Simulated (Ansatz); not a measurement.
## Si–GeH3, quartet in cc-pVTZ: errors against UCCSDT(Q)

Geometry: that of the Si–GeH3, doublet, kept fixed. The doublet lies 1.0 eV lower here.

```yaml
atoms:
  - { symbol: Si, position_ang: [0.0063, 0.0000, 1.7815] }
  - { symbol: Ge, position_ang: [0.0015, 0.0000, -0.6387] }
  - { symbol: H, position_ang: [-1.5105, 0.0000, -0.9813] }
  - { symbol: H, position_ang: [0.6125, 1.2449, -1.3153] }
  - { symbol: H, position_ang: [0.6125, -1.2449, -1.3153] }
```

Basis cc-pVTZ; Ansatz 0.2.0. Correlated methods freeze the noble-gas cores and the filled d shells of p-block atoms, which leaves 11 electrons in 100 orbitals. R marks a restricted (for open shells ROHF) determinant, U an unrestricted one. Active spaces: valence = (11e, 11o) chosen from the atoms' valence shells. No spin–orbit coupling is included, and no scalar relativity.

Full CI isn't at hand for all of this; UCCSDT(Q) serves as the reference, and is uncertain by about the last step of the cluster series. The frozen core follows each run's orbitals, which can shift R against U totals by a few meV for light atoms and by up to 0.1 eV past Ca.

- UHF ⟨S²⟩: 3.755
- T1 diagnostic (RCCSD): 0.0311
- largest doubles amplitude (RCCSD): 0.043
- T1 diagnostic (UCCSD): 0.0284

| level | E − E(RHF) (eV) |
| --- | --- |
| UHF | -0.0422 |
| UMP2 | -5.0223 |
| UCCSD | -6.0622 |
| UCCSD(T) | -6.2939 |

Q: Estimate how far UCCSDT(Q) in cc-pVTZ lies from UCCSD(T). The table doesn't fix it; the size of (T) and the diagnostics are the guide.

A: UCCSDT(Q) in cc-pVTZ lies 1.96 mEh below UCCSD(T), which is 23 % of the (T) step (-8.52 mEh). T1 is raised, but (T) still catches most of what CCSD lacks. The miss exceeds 1 kcal/mol.

The other levels:

```json
{"level": "UCCSDT", "E − E(UCCSDT(Q)) (mEh)": "0.41", "share of correlation (%)": "99.82", "wall time": "–"}
```

The correlation energy at UCCSDT(Q), counted from RHF, is -6.347 eV. That run took 24 s on 2 threads of AMD EPYC 7R13 with a shared H100 80 GB, shared host.

Run but not shown, since their state or frozen core can't be matched to the reference's or they repeat it: RHF, RMP2, RCCSD, RCCSD(T), BCCD(T), RCCSDT, RCCSDT(Q), CASSCF (valence space), NEVPT2 (valence space).

Times hold each run's SCF and search for its determinant on a shared host, so for small cases they say little of a method's own cost.

Natural occupations of CASSCF (valence space) about the gap: 1.985 1.972 1.971 1.971 1.002 1.000 1.000 0.034 0.023 0.022; effectively unpaired electrons, Σ n²(2−n)², 3.02.
